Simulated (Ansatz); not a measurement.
`CP(C)(C)=S`, charge 0, multiplicity 1.

(1) Give a relaxed structure at PBE0-D4/def2-TZVP (the Gaussian-basis code of Ansatz). (An estimate is asked.)

## Answers

(1) Computed: 
Cartesian coordinates in Å:
```
C 0.277 0.847 1.400
P 0.129 0.444 -0.361
C 1.178 -1.018 -0.574
C -1.560 -0.188 -0.534
S 0.557 1.912 -1.552
H 1.301 1.165 1.600
H 0.026 -0.010 2.030
H -0.392 1.678 1.624
H 2.216 -0.730 -0.406
H 1.080 -1.370 -1.601
H 0.899 -1.816 0.118
H -1.752 -1.013 0.157
H -1.701 -0.527 -1.561
H -2.258 0.626 -0.340
```
Point group C3v.
This is one stationary point; other conformers may exist.
